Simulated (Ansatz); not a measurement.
`[SiH3]CS` → `[CH2]` (triplet) + `[SiH3]S` at 700 K and 1 bar (formal loss of a carbene).

Gas-phase electronic energies from Ansatz, PBE0-D4/def2-TZVP geometries. CCSD(T)/CBS is the MP2 limit (def2-TZVPP, def2-QZVPP) plus CCSD(T) − MP2 in def2-TZVPP, frozen cores. This one scheme is used for every species. Triplets are unrestricted, without spin–orbit coupling. One conformer a species, not always the lowest.

```
          species  CCSD(T)/CBS energy (Eh)  H − E (kJ/mol)  S (J/(mol·K))
       `[SiH3]CS`               -728.50660           225.1          403.3
`[CH2]` (triplet)                -39.09499            70.4          226.8
        `[SiH3]S`               -689.27336           135.5          340.5
```

H − E and S are ideal-gas, rigid-rotor, harmonic terms from PBE0-D4/def2-TZVP, for one conformer and one mirror image of each species, with the whole ground term of open shells counted as degenerate. 1 Eh = 2625.50 kJ/mol, R = 8.31446 J/(mol·K).

Q: By hand: ΔE, ΔH, ΔS and ΔG.

A: ΔE = (-39.09499) + (-689.27336) − (-728.50660) = 0.13825 Eh = 363.0 kJ/mol. Δ(H − E) = 70.4 + 135.5 − 225.1 = -19.2, so ΔH = 343.8 kJ/mol. ΔS = 226.8 + 340.5 − 403.3 = 164.0 J/(mol·K). ΔG = 343.8 − 700 × (164.0)/1000 = 229.0 kJ/mol.

Q: By hand: the equilibrium constant, and the temperature at which ΔG would vanish if ΔH and ΔS stayed fixed.

A: log₁₀ K = −ΔG/(RT ln 10) = -17.1. ΔG = 0 at ΔH/ΔS = 2096 K.

The number of gas molecules changes by +1, which sets the sign of ΔS. A doubt of 5 kJ/mol in ΔE shifts log₁₀ K by 0.4 here. Other conformers and mirror images would add mixing entropy, several J/(mol·K) or more a flexible species. A triplet takes part, so the spin changes. These are equilibria of isolated gas molecules and say nothing of rates. Largest T1 diagnostic: 0.011 (customary marks: 0.02 for closed shells, 0.045 for open ones).
